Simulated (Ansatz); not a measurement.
# PH2 (SMILES [PH2]) at 6 levels

We compute a comparison of 6 runs (U-wB97M-V/6-31G*, U-wB97X/6-31G*, UBLYP/6-31G*, UPBE0/6-31G*, RPA@PBE/3-21G, UCCSD/6-31G*) of PH2. 

Program for the calculation: Ansatz 0.2.0.

46 further runs of the same task are left out: 46 set aside as unsound or not needed.

## Step 1: The structure to begin with

PH2: 3 atoms, total charge 0, spin state doublet. SMILES: `[PH2]`. The H3–P1 distance was set to 3.480 Å, away from the relaxed value. At this shape a bond of the SMILES string is far longer than usual.

Bond lengths: P1–H2 1.392 Å.

## Step 2: A single-point energy at U-wB97M-V/6-31G(d) (spherical functions) (run 1)

The input, molecule.yaml:

```yaml
crystal:
  periodic: [false, false, false]
  atoms:
    - {symbol: P, position_ang: [2.225154, 0.330058, 1.269355]}
    - {symbol: H, position_ang: [1.822194, 1.660168, 1.189095]}
    - {symbol: H, position_ang: [-0.625980, -0.724620, -0.425100]}
basis:
  gaussian:
    orbitals: 6-31G_st_-spherical.json
magnetization:
  spin_polarized: true
  initial_magnetization: 1
hamiltonian:
  xc: {name: wB97M-V}
accuracy: high
```

The basis set 6-31G* is read from a file made from the Basis Set Exchange's data (not shown).

Started as:

```
$ ansatz run molecule.yaml --threads 1 --pin off --max-ram 2610MiB --events-out events.jsonl --progress --plain --runs-dir runs
```

Standard output (excerpt; [...] marks lines left out):

```text
Warning: RAYON_NUM_THREADS=1 ignored (pool sized by the plan → 1); use --threads N
Functional definition: wB97M-V
  name "wB97M-V"
[...]
  gx(w, u) = 1 - cx + cx01*u + cx10*w
  gss(w, u) = css00 + css04*u^4 + css10*w + css20*w^2 + css43*w^4*u^3
  gos(w, u) = cos00 + cos10*w + (cos20 + cos21*u)*w^2 + (cos60 + cos61*u)*w^6
[...]
      + integral(e_c_pw_mod_opposite_spin*gos(b97_w_opposite, b97_u_opposite)) + vv10(b, c)
367 factors; integrals over basis functions are off by at most 4.8e-9 eV
153 factors; integrals over basis functions are off by at most 2.5e-9 eV
[...]
mean field -9314.96354351 eV, -342.3185963148 hartree, gradient 8.0e-8 eV, S^2 1.726408; 6 other end points of the search recorded, 0 dependent functions left out
reference -9314.96354629 eV, -342.3185964171 hartree; 9, 8 occupied and 13, 14 virtual orbitals, 367 factors
Total energy: -9314.96354629 eV, -342.3185964171 hartree
```

Wall time 65 s (1 thread of Arm Neoverse V1, shared host); peak memory 0.32 GiB.

## Step 3: The energy at U-wB97X/6-31G(d) (spherical functions) (run 2)

The input, run.yaml:

```yaml
basis:
  gaussian: {orbitals: 6-31G_st_-spherical.json}
crystal:
  periodic: [false, false, false]
  atoms:
    - symbol: P
      position_ang: [2.225154, 0.330058, 1.269355]
    - symbol: H
      position_ang: [1.822194, 1.660168, 1.189095]
    - symbol: H
      position_ang: [-0.625980, -0.724620, -0.425100]
magnetization: {spin_polarized: true, initial_magnetization: 1}
hamiltonian: {xc: {name: wB97X}}
accuracy: high
```

The basis set 6-31G* is read from a file made from the Basis Set Exchange's data (not shown).

Started as:

```
$ ansatz run run.yaml --threads 1 --pin off --max-ram 2610MiB --events-out events.jsonl --progress --plain --runs-dir runs
```

Standard output (excerpt; [...] marks lines left out):

```text
Warning: RAYON_NUM_THREADS=1 ignored (pool sized by the plan → 1); use --threads N
Functional definition: wB97X
  name "wB97X"
[...]
      + exact_x_lr(omega)
[...]
      + integral(e_c_pw_opposite_spin*poly(b97_u_opposite, 1, cos1, cos2, cos3, cos4))
367 factors; integrals over basis functions are off by at most 4.8e-9 eV
153 factors; integrals over basis functions are off by at most 2.5e-9 eV
[...]
mean field -9315.65736545 eV, -342.3440938010 hartree, gradient 1.4e-8 eV, S^2 1.740153; 6 other end points of the search recorded, 0 dependent functions left out
reference -9315.65736504 eV, -342.3440937857 hartree; 9, 8 occupied and 13, 14 virtual orbitals, 367 factors
Total energy: -9315.65736504 eV, -342.3440937857 hartree
```

Run time: 32 s. Hardware: 1 thread of Arm Neoverse V1, shared host; peak memory 0.26 GiB.

## Step 4: A single-point energy at UBLYP/6-31G(d) (spherical functions) (run 3)

The input, job.yaml:

```yaml
crystal:
  periodic: [false, false, false]
  atoms:
    - symbol: P
      position_ang: [2.225154, 0.330058, 1.269355]
    - symbol: H
      position_ang: [1.822194, 1.660168, 1.189095]
    - symbol: H
      position_ang: [-0.625980, -0.724620, -0.425100]
basis:
  gaussian: {orbitals: 6-31G_st_-spherical.json}
magnetization: {spin_polarized: true, initial_magnetization: 1}
hamiltonian: {xc: {name: BLYP}}
accuracy: high
```

The basis set 6-31G* is read from a file made from the Basis Set Exchange's data (not shown).

Started as:

```
$ ansatz run job.yaml --threads 1 --pin off --max-ram 2610MiB --events-out events.jsonl --progress --plain --runs-dir runs
```

Standard output:

```text
Warning: RAYON_NUM_THREADS=1 ignored (pool sized by the plan → 1); use --threads N
Functional definition: BLYP
  name "BLYP"
  parameter beta = 0.0042
  parameter a = 0.04918
  parameter b = 0.132
  parameter c = 0.2533
  parameter d = 0.349
  exchange = b88_x(beta = beta)
  correlation = lyp_c(a = a, b = b, c = c, d = d)
367 factors; integrals over basis functions are off by at most 4.8e-9 eV
mean field evaluation 1: about -9314.3738 eV, gradient 6.8e0 eV
mean field evaluation 2: about -9305.3728 eV, gradient 1.6e1 eV
mean field evaluation 4: about -9311.1291 eV, gradient 1.5e1 eV
mean field evaluation 8: about -9315.7669 eV, gradient 1.1e-1 eV
mean field evaluation 16: about -9315.4797 eV, gradient 5.4e0 eV
mean field evaluation 32: about -9315.7629 eV, gradient 3.5e-8 eV
mean field -9315.76287090 eV, -342.3479710547 hartree, gradient 2.8e-8 eV, S^2 1.689015; 6 other end points of the search recorded, 0 dependent functions left out
reference -9315.76291294 eV, -342.3479725996 hartree; 9, 8 occupied and 13, 14 virtual orbitals, 367 factors
Total energy: -9315.76291294 eV, -342.3479725996 hartree
```

Run time: 4.2 s. Hardware: 1 thread of Arm Neoverse V1, shared host; peak memory 0.098 GiB.

Runs 4 to 5 aren't shown in full; the table further down has their settings and results.

## Step 5: A single-point energy at UCCSD/6-31G(d) (spherical functions) (run 6)

The input, run.yaml:

```yaml
crystal:
  periodic: [false, false, false]
  atoms:
    - symbol: P
      position_ang: [2.225154, 0.330058, 1.269355]
    - symbol: H
      position_ang: [1.822194, 1.660168, 1.189095]
    - symbol: H
      position_ang: [-0.625980, -0.724620, -0.425100]
basis:
  gaussian:
    orbitals: 6-31G_st_-spherical.json
correlation:
  method: ccsd
  frozen_orbitals: {H: 0, P: 5}
magnetization:
  spin_polarized: true
  initial_magnetization: 1
scf:
  omitted_lower_state_checks: [cluster_reference, increment]
accuracy: high
```

The basis set 6-31G* is read from a file made from the Basis Set Exchange's data (not shown).

Started as:

```
$ ansatz run run.yaml --threads 1 --pin off --max-ram 2610MiB --events-out events.jsonl --progress --plain --runs-dir runs
```

Standard output:

```text
Warning: RAYON_NUM_THREADS=1 ignored (pool sized by the plan → 1); use --threads N
[... 17 lines left out ...]
5 core orbitals not correlated: weight in the atoms' cores, before any rotation towards them, 1.000 or more for the frozen orbitals, at most 0.000 for the correlated occupied ones
[... 41 lines left out ...]
Total energy: -9302.21943747 eV, -341.8502590563 hartree
Checks for a lower state left out: cluster_reference, increment
```

It took 0.66 s on 1 thread of Arm Neoverse V1, shared host.

## Step 6: All runs side by side

| run | level | frozen core orbitals | energy (Eh) | ⟨S²⟩ | wall time |
| --- | --- | --- | --- | --- | --- |
| 1 | U-wB97M-V/6-31G* (spherical functions) | – | -342.318596 | 1.726 | 65 s |
| 2 | U-wB97X/6-31G* (spherical functions) | – | -342.344094 | 1.740 | 32 s |
| 3 | UBLYP/6-31G* (spherical functions) | – | -342.347973 | 1.689 | 4.2 s |
| 4 | UPBE0/6-31G* (spherical functions) | – | -342.224687 | 1.732 | 4.2 s |
| 5 | RPA@PBE/3-21G | 5 | -340.127059 | 1.715 | 4.8 s |
| 6 | UCCSD/6-31G* (spherical functions) | 5 | -341.850259 | 1.758 | 0.66 s |

## Step 7: Results

```
                                          quantity          value
                               run 6: total energy  -341.85026 Eh
run 6: correlation energy (5 core orbitals frozen)      -88.0 mEh
          run 6: ⟨S²⟩ of the reference determinant          1.758
                              run 6: T1 diagnostic          0.014
```

What this shows: Totals of different functionals can't be ranked against each other. Spin contamination of the reference: run 6 ⟨S²⟩ = 1.76, run 2 ⟨S²⟩ = 1.74, run 4 ⟨S²⟩ = 1.73, run 1 ⟨S²⟩ = 1.73, run 5 ⟨S²⟩ = 1.71, run 3 ⟨S²⟩ = 1.69. Where it is this large, the reference is a mixture of spin states, and values that rest on it are in doubt. All runs together took 1.8 min, the longest 65 s.
